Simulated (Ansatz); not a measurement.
Program: Ansatz. Geometries: PBE0-D4/def2-TZVP. ΔE: electronic, gas phase. CCSD(T)/CBS is the MP2 limit (def2-TZVPP, def2-QZVPP) plus CCSD(T) − MP2 in def2-TZVPP, frozen cores. This one scheme is used for every species, atoms too. Functionals use def2-TZVPP. Open shells (•) are unrestricted, without spin–orbit coupling. Spin–orbit coupling would lower the free atoms: a little for F.

Consider the hydrogen abstraction from the Si–H bond: `[SiH3]N[SiH3]` + F• → `[SiH2]N[SiH3]`• + H–F.

```json
{"level": "PBE0-D4", "ΔE (kJ/mol)": "-189.8"}
{"level": "r2SCAN0-D4", "ΔE (kJ/mol)": "-175.8"}
{"level": "BHLYP-D4", "ΔE (kJ/mol)": "-151.1"}
{"level": "CCSD/CBS(def2)", "ΔE (kJ/mol)": "-183.4"}
```

What does CCSD(T)/CBS give? (Estimate.)

The calculation gave: -191.3 kJ/mol. The listed levels differ from it by 1.5, 15.5, 40.2, 7.9 kJ/mol.

Largest T1 diagnostic among the species: 0.014.

At CCSD(T), def2-SVP lies +38.0 kJ/mol from the extrapolated value and def2-TZVPP +11.9 kJ/mol. From PBE to PBE0 (25 % exact exchange), in def2-TZVPP and without D4, ΔE moves by +27.6 kJ/mol. Leaving LDA and LC-ωPBE aside and taking each functional with its dispersion term where it has one, the values, not all of them listed here, spread over 66.3 kJ/mol, from PBE-D4 to BHLYP-D4. LDA lies −46.4 kJ/mol from PBE without D4.

CCSD(T)/CBS has its own doubt, a few kJ/mol and more with outer-core shells, so smaller differences from it don't rank the levels.
